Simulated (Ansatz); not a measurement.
# CH2ClSi− (SMILES [SiH-]=CCl): functionals against CCSD(T) at one geometry

An exercise on one series of results from a longer session: the logs are not shown, and one member is left open.

Program: Ansatz 0.2.0, Gaussian basis. Level of theory: single points in def2-TZVPPD. These are calculated values, not measurements.

Cores are frozen in the correlated methods.

### The starting structure

5 atoms, charge -1, spin multiplicity 1.

Atoms are counted from 1 here; the program's logs count them from 0.

Bond lengths: Si1–C2 1.752 Å, Si1–H4 1.525 Å, C2–Cl3 1.901 Å, C2–H5 1.349 Å. Angles: C2–Si1–H4 94.1°, Si1–C2–Cl3 121.0°, Si1–C2–H5 134.0°, Cl3–C2–H5 99.1°.

Coordinates:

```
Si   -0.43450    0.67270   -1.18210
C     0.26770   -0.01900    0.26670
Cl    2.12410   -0.41600    0.36010
H    -1.85500    0.67240   -0.62670
H    -0.18080   -0.87160    1.21150
```

Set-up of the first run:

The input, run/in.yaml:

```yaml
crystal:
  periodic: [false, false, false]
  atoms:
    - {symbol: Si, position_ang: [-0.434500, 0.672700, -1.182100]}
    - {symbol: C, position_ang: [0.267700, -0.019000, 0.266700]}
    - {symbol: Cl, position_ang: [2.124100, -0.416000, 0.360100]}
    - {symbol: H, position_ang: [-1.855000, 0.672400, -0.626700]}
    - {symbol: H, position_ang: [-0.180800, -0.871600, 1.211500]}
basis:
  gaussian: {orbitals: "def2-TZVPPD.json"}
total_charge: -1
correlation: {method: ccsd_t}
output: {forces: true}
```

The basis file named in the input lies beside it (Basis Set Exchange, JSON).

No record of the launch command was kept for these runs.

Steps of the session up to this table: CCSD(T)/def2-TZVPPD; PBE0-D4/def2-TZVPPD; wB97M-V/def2-TZVPPD; r2SCAN-D4/def2-TZVPPD; PBE-D4/def2-TZVPPD; BHLYP-D4/def2-TZVPPD; BLYP-D4/def2-TZVPPD.

One of the session's tables, all rows but one given; the rest of the session is left out.

| method | RMS force component (eV/Å) | angle to CCSD(T) forces (°) |
| --- | --- | --- |
| CCSD(T) | 1.716 | reference |
| PBE0-D4 | 1.678 | 6.0 |
| wB97M-V | 1.682 | 7.0 |
| r2SCAN-D4 | 1.627 | 4.7 |
| PBE-D4 | 1.576 | 3.7 |
| BHLYP-D4 | 1.740 | 9.2 |
| BLYP-D4 | ? | ? |

**Question.** Estimate the row for BLYP-D4.

As computed: RMS force component (eV/Å): 1.528; angle to CCSD(T) forces (°): 5.9. In the column «RMS force component (eV/Å)» it is the lowest.
